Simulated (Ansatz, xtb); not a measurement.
# Two structures of BH5Si

Structure I: a singlet given by its coordinates. Structure II: a singlet given by its coordinates. Both are isolated molecules in the gas phase, relaxed with PBE0-D3(BJ)/def2-SVP.

I (Å):

```xyz
7

B    -0.4631    0.2663    1.3297
Si    0.4309    0.0004   -0.3162
H     0.7403   -1.3534   -0.8665
H    -1.1680   -0.1279    0.1780
H    -0.8561    1.3749    1.5946
H     0.3751    0.9808   -1.4419
H    -0.5376   -0.6614    2.0962
```

Close contacts (Å): B1–Si2 1.89, B1–H4 1.41, B1–H5 1.21, B1–H7 1.21, Si2–H3 1.49, Si2–H4 1.68, Si2–H6 1.49.

II (Å):

```yaml
atoms:
  - { symbol: B, position_ang: [0.6967, 0.4355, 1.1622] }
  - { symbol: Si, position_ang: [-0.5283, -0.0354, -0.5729] }
  - { symbol: H, position_ang: [1.4051, 1.4074, 1.2557] }
  - { symbol: H, position_ang: [-0.5237, 0.8316, 0.8727] }
  - { symbol: H, position_ang: [-0.0483, 1.2242, -1.2916] }
  - { symbol: H, position_ang: [0.6147, -0.3719, 2.0553] }
  - { symbol: H, position_ang: [1.0207, -0.2167, 0.0668] }
```

Close contacts (Å): B1–Si2 2.18, B1–H3 1.21, B1–H4 1.32, B1–H6 1.21, B1–H7 1.32, Si2–H4 1.69, Si2–H5 1.53, Si2–H7 1.69.

Task: Estimate which is lower in electronic energy at CCSD(T)/def2-TZVPP, and by roughly how much.

Result: The CCSD(T)/def2-TZVPP calculation puts structure I lower, by 7.2 kcal/mol.

How the difference moves with the method:

```tsv
level	geometry	E(II) − E(I) (kcal/mol)	departure from the last row (kcal/mol)	job, with rough time for the two
PBE0-D3(BJ)/def2-SVP	PBE0-D3(BJ)/def2-SVP	+8.7	+1.5	optimisation, 51 s
HF/def2-TZVPP	PBE0-D3(BJ)/def2-SVP	+9.5	+2.3	part of the CCSD(T) run
MP2/def2-TZVPP	PBE0-D3(BJ)/def2-SVP	+8.5	+1.3	part of the CCSD(T) run
CCSD(T)/def2-TZVPP	PBE0-D3(BJ)/def2-SVP	+7.2		single point, 36 s
```

None of the levels shown reverses the order. The largest departure from CCSD(T)/def2-TZVPP is that of HF/def2-TZVPP, 2.3 kcal/mol. Levels run at GFN2-xTB geometries aren't shown.

With harmonic frequencies from PBE0-D3(BJ)/def2-SVP (ideal gas, rigid rotor, one conformer each, 298.15 K, 1 atm): the zero-point term adds +1.3 kcal/mol; ΔH is +8.5 and ΔG +8.4 kcal/mol.

The correlated steps freeze 6 core orbitals. Run with Ansatz 0.2.0; the last row on 1 thread of Arm Neoverse N1 on a shared host.
